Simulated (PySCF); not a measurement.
This PySCF input (B3LYP/jun-cc-pV(T+d)Z) gives -209.30714 Eh with 226 basis functions.

```python
import numpy as np, basis_set_exchange as bse
from pyscf import gto, scf, dft, df

basis = {'C': gto.basis.parse(bse.get_basis('jun-cc-pV(T+d)Z', elements=['C'], fmt='nwchem')), 'H': gto.basis.parse(bse.get_basis('jun-cc-pV(T+d)Z', elements=['H'], fmt='nwchem')), 'N': gto.basis.parse(bse.get_basis('jun-cc-pV(T+d)Z', elements=['N'], fmt='nwchem')), 'O': gto.basis.parse(bse.get_basis('jun-cc-pV(T+d)Z', elements=['O'], fmt='nwchem'))}
mol = gto.M(
    atom='''
    O     0.40729498    1.27979630    0.29460394
    C     0.08163148    0.13868104    0.03256419
    N     0.99861611   -0.84680311   -0.18123877
    C    -1.37105389   -0.27916763   -0.07797619
    H     0.73494507   -1.78997243   -0.39805759
    H    -1.84573602    0.32224419   -0.85323023
    H    -1.50787858   -1.33524955   -0.31016180
    H    -1.86875914   -0.05203685    0.86465332
    H     1.97529047   -0.61281436   -0.11889194
    ''',
    basis=basis,
    charge=0,
    verbose=4,
    max_memory=8640,
)
mf = dft.RKS(mol, xc='b3lyp')
mf.grids.level = 3
mf = mf.density_fit(auxbasis=df.autoaux(mol))
mf.conv_tol = 1e-9
mf.max_cycle = 100
print('smallest overlap eigenvalue', np.linalg.eigvalsh(mol.intor('int1e_ovlp'))[0])
mf.kernel()
dip = mf.dip_moment()
```

Change:
```diff
- basis = {'C': gto.basis.parse(bse.get_basis('jun-cc-pV(T+d)Z', elements=['C'], fmt='nwchem')), 'H': gto.basis.parse(bse.get_basis('jun-cc-pV(T+d)Z', elements=['H'], fmt='nwchem')), 'N': gto.basis.parse(bse.get_basis('jun-cc-pV(T+d)Z', elements=['N'], fmt='nwchem')), 'O': gto.basis.parse(bse.get_basis('jun-cc-pV(T+d)Z', elements=['O'], fmt='nwchem'))}
+ basis = {'C': gto.basis.parse(bse.get_basis('6-311++G(2d,2p)', elements=['C'], fmt='nwchem')), 'H': gto.basis.parse(bse.get_basis('6-311++G(2d,2p)', elements=['H'], fmt='nwchem')), 'N': gto.basis.parse(bse.get_basis('6-311++G(2d,2p)', elements=['N'], fmt='nwchem')), 'O': gto.basis.parse(bse.get_basis('6-311++G(2d,2p)', elements=['O'], fmt='nwchem'))}
```

Task: What does the run give now?

Result: -209.29556 Eh (B3LYP/6-311++G(2d,2p), 158 functions), a change of +11.58 mEh.
